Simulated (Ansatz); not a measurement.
What does this script print? It uses Ansatz 0.2.0 through its Python package.

`ch3alo_cas.py`:
```python
"""Static correlation in CH3AlO: natural occupations of an active space."""

import logging
import sys

import ansatz as az

logging.basicConfig(stream=sys.stdout, format="%(name)s: %(message)s")
log = logging.getLogger("ch3alo")
log.setLevel(logging.INFO)

BASIS_SET = "6-31G*"


def main() -> None:
    geometry_ang = [
        ("C", [0.024, -0.3975, -0.6701]),
        ("O", [0.2596, -1.2137, 0.3944]),
        ("Al", [-0.2896, 0.45, 1.0353]),
        ("H", [-0.8522, -0.678, -1.2373]),
        ("H", [0.8949, -0.1198, -1.2755]),
        ("H", [0.0053, 1.895, 1.707]),
    ]
    molecule = az.Crystal.molecule()
    for symbol, xyz in geometry_ang:
        molecule = molecule.atom(symbol, xyz)

    base = (
        molecule.calculation()
        .basis(gaussian=BASIS_SET)
        .correlation(active_electrons=2, active_orbitals=2)  # correlation on top of the mean field
    )
    for method in [None, "sc_nevpt2"]:
        summary = (base if method is None else base.correlation(method)).run(threads=1).report
        space = summary["configurations"]
        state = space["states"][0]
        print(method or "casscf", f"total {summary['free_energy_ev'] / 27.211386246:.6f} Ha, active-space state {state['energy']['hartree']:.6f} Ha, mean field {summary['reference_energy_ev'] / 27.211386246:.6f} Ha")
        print("  determinants", state["n_determinants"], " natural occupations", [round(n, 3) for n in space["natural_occupations"]])
    print("effectively unpaired electrons, sum of min(n, 2 - n):", round(sum(min(n, 2 - n) for n in space["natural_occupations"]), 3))


if __name__ == "__main__":
    main()
```

```console
$ python ch3alo_cas.py
casscf total -356.304186 Ha, active-space state -356.304186 Ha, mean field -356.283940 Ha
  determinants 4  natural occupations [1.945, 0.055]
sc_nevpt2 total -356.652232 Ha, active-space state -356.304180 Ha, mean field -356.283940 Ha
  determinants 4  natural occupations [1.945, 0.055]
effectively unpaired electrons, sum of min(n, 2 - n): 0.109
```

Reading the output:
- The settings weren't tested for convergence.
- The geometry is a force-field or estimated start, not a minimum of this method, and the basis set is short of its limit. The active space starts as a window about the frontier orbitals and is then optimised, not chosen by chemistry.
- Timing: 2.2 s on 1 thread of Arm Neoverse V2, with other jobs on the host, peak memory 0.15 GiB.

(Lines on the test bed's own set-up are left out of the output.)
